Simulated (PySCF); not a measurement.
Method: B3LYP-D3(BJ)/def2-TZVP // PBE0-D3(BJ)/def2-SVP run with PySCF. All species are isolated molecules in the gas phase. B3LYP has the VWN-RPA correlation part, as in Gaussian. Delta-SCF ions had no search for a lower state. 

Reference species (SMILES): `N` (neutral, multiplicity 1).

- dipole moment = 1.78 D
- vertical ionisation energy (Delta-SCF) = 11.02 eV

Changed species: `S` (free base H2S; the reference has free base NH3).

### Question
Predict the effect on the dipole moment and vertical ionisation energy (Delta-SCF).

### Answer
the dipole moment falls by 0.67 D, to 1.11 D; the vertical ionisation energy (Delta-SCF) drops by 0.62 eV, to 10.40 eV.
